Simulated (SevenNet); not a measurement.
## fcc Ir

Computed with the machine-learned potential SevenNet-l3i5 (trained on PBE and PBE+U data).

Cell: relaxed at this level.

```
Item                        Result
-------------------  -------------
lattice parameter a        3.876 Å
volume per atom      14.56 Å³/atom
```

Measured, for comparison: lattice constant a 3.831 Å, equilibrium volume per atom 14.06 Å³/atom (static lattice: zero-point anharmonic expansion removed; as tabulated in Mejia-Rodriguez and Trickey (2018), arXiv:1807.09216). Computed (rounded) less measured: lattice constant a +1.2 %, equilibrium volume per atom +3.6 %.

A machine-learned potential is trained on density-functional data: it inherits that level's misses and adds fitting errors of its own.

Note: the model gives imaginary modes for this phase (in the spectrum interpolated from a supercell).
